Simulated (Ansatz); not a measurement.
Species: CH₂N, charge 1, singlet. CH2N+ (SMILES C#[NH+]).
B3LYP-D3(BJ)/def2-TZVP minimum from Ansatz (a first-principles code):
```xyz
4

C      0.0000     0.0000    -0.5980
N      0.0000     0.0000     0.5315
H      0.0000     0.0000    -1.6793
H      0.0000     0.0000     1.5473
```
Charge +1, spin multiplicity 1.

Hartree-Fock and CCSD correlation energies in hartree (Ansatz). Open shells are spin-unrestricted; no spin-orbit coupling. Correlated methods leave the cores frozen. No relativity.

```csv
basis,X,E(HF),"E(corr, CCSD)"
cc-pVTZ,3,-93.19629,-0.34434
cc-pVQZ,4,-93.20257,-0.36210
cc-pV5Z,5,-93.20390,withheld
```

Q: Fit E(corr) = E∞ + A/X³ to X = 3 and 4, predict X = 5, and compare with the run.

A: A = (-0.34434 - (-0.36210))/(1/27 - 1/64) = 0.8294; E∞ = -0.36210 - A/64 = -0.37506; at X = 5, E∞ + A/125 = -0.36842. The run gave -0.36784, 0.58 mEh above the prediction. The same form on X = 4 and 5 gives E∞ = -0.37386, 1.20 mEh above the first estimate.
